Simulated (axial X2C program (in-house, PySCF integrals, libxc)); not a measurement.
# AlH⁻: properties at the nuclei

Calculated with an axial X2C code built on PySCF integrals: two-component X2C with atomic mean-field Coulomb and Gaunt terms, Gaussian nuclei, basis Al dyall-av3z, H dyall-av3z with contracted cores.

R = 1.701 Å (near the PBE0 minimum at charge -1 of the determinant lowest at the starting distance; the state shown can have its own minimum elsewhere).

Determinant lowest in the PBE0 search, Ω = 1/2 (⟨Sz⟩ = -0.50, ⟨Lz⟩ = 1.00 at PBE0), spin on the atoms Al -0.52, H 0.02:

```
 level  Eeff magnitude (GV/cm)  Ws magnitude Al (kHz)  A∥/gI Al (MHz)  qzz Al (a.u.)  A∥/gI H (MHz)  qzz H (a.u.)
  PBE0                 0.00882                0.00667             217          -0.95           5.65          0.07
    HF                  0.0168                 0.0127             224          -1.03           4.77          0.08
   LDA                 0.00329                 0.0025             186          -0.99            6.2          0.07
 TPSSh                 0.00516                0.00404             177          -0.94           2.19          0.07
r2SCAN                  0.0124                0.00949             214          -0.96           4.23          0.07
```

Determinant 0.00 eV from it at PBE0 and this distance, Ω = 3/2 (⟨Sz⟩ = 0.50, ⟨Lz⟩ = 1.00 at PBE0), spin on the atoms Al 0.52, H -0.02:

```json
{"level": "PBE0", "Eeff magnitude (GV/cm)": "0.00916", "Ws magnitude Al (kHz)": "0.00231", "A∥/gI Al (MHz)": "15.9", "qzz Al (a.u.)": "-0.95", "A∥/gI H (MHz)": "0.198", "qzz H (a.u.)": "0.07"}
{"level": "HF", "Eeff magnitude (GV/cm)": "0.015", "Ws magnitude Al (kHz)": "0.0038", "A∥/gI Al (MHz)": "-6.97", "qzz Al (a.u.)": "-1.04", "A∥/gI H (MHz)": "0.118", "qzz H (a.u.)": "0.08"}
{"level": "LDA", "Eeff magnitude (GV/cm)": "0.00357", "Ws magnitude Al (kHz)": "0.000908", "A∥/gI Al (MHz)": "27.8", "qzz Al (a.u.)": "-1.00", "A∥/gI H (MHz)": "-0.0202", "qzz H (a.u.)": "0.07"}
{"level": "TPSSh", "Eeff magnitude (GV/cm)": "0.00543", "Ws magnitude Al (kHz)": "0.00142", "A∥/gI Al (MHz)": "31.1", "qzz Al (a.u.)": "-0.94", "A∥/gI H (MHz)": "1.34", "qzz H (a.u.)": "0.07"}
{"level": "r2SCAN", "Eeff magnitude (GV/cm)": "0.0127", "Ws magnitude Al (kHz)": "0.00324", "A∥/gI Al (MHz)": "14.4", "qzz Al (a.u.)": "-0.97", "A∥/gI H (MHz)": "0.663", "qzz H (a.u.)": "0.07"}
```

Eeff is the effective electric field on the electron electric dipole moment in this Ω state and Ws the scalar–pseudoscalar constant of the nucleus named (defined with the proton number Z and per Ω); A∥ (defined per Ω) follows by multiplying with gI = μI/(I μN); qzz is the electric field gradient, eQq0 = 234.96 MHz × Q/barn × qzz. The operators were transformed with the bare-nucleus X2C matrices; with these basis sets, hyperfine constants and field gradients can be off by tens of per cent, and where levels differ in sign neither size nor sign is settled.

Q: With gI(27Al) = 1.4566, Q(27Al) = 0.1466 barn (g factors from the IAEA table of nuclear moments by Stone; Q from Pyykkö, Mol. Phys. 2018), turn the PBE0 values of the first state into constants in MHz.

A: A∥(27Al) = 217 × 1.4566 = 316 MHz; eQq0(27Al) = 234.96 × (0.1466) × (-0.95) = -32.7 MHz.

Each state is one determinant with collinear spin. Unrestricted Hartree–Fock can overshoot spin polarisation at the nuclei. For an anion, determinants above electron detachment, or with a positive highest level, are held by the basis set. Where Eeff spreads by more than a factor of two the levels disagree and none is to be relied on. The search compared states at one distance, so a state with another bond length can lie lower. Further determinants of the search, some of them spin-mixed, are not shown. Where a field gradient or hyperfine factor spreads by more than a factor of two over the levels, a constant derived from it is not to be relied on. PBE0 term energies can be off by some tenths of an eV.
